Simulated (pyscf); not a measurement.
silyl (SiH₃•) + hydrogen (H₂) → silyl (SiH₃•) + hydrogen (H₂) (four-centre exchange; doublet surface; H–Si, H–H broken, H–Si, H–H formed). Structures and frequencies: ωB97X-D3(BJ)/def2-SVP in PySCF. Energies in kcal/mol from the separated reactants.

```tsv
level	barrier	reaction energy
ωB97X-D3(BJ)/def2-TZVP	55.0	0.0
PBE/def2-TZVP	___	0.0
B3LYP-D3(BJ)/def2-TZVP	53.5	0.0
PBE0-D3(BJ)/def2-TZVP	49.9	0.0
M06-2X/def2-TZVP	57.7	0.0
HF/def2-TZVP	___	0.0
```

**Question.** Fill in the missing entries.

**Answer.** 
- PBE/def2-TZVP, barrier: 46.6
- HF/def2-TZVP, barrier: 73.3

The functionals in the table span 11.1 kcal/mol in this barrier, from PBE to M06-2X. At the saddle there is also a short H–Si contact that neither side keeps. The same reactants have a lower exit, to SiH₄ + H• (barrier +16.1 kcal/mol at ωB97M-D3(BJ)/def2-TZVP, against +53.4 kcal/mol here). One saddle was located; it need not be the lowest between these sides.
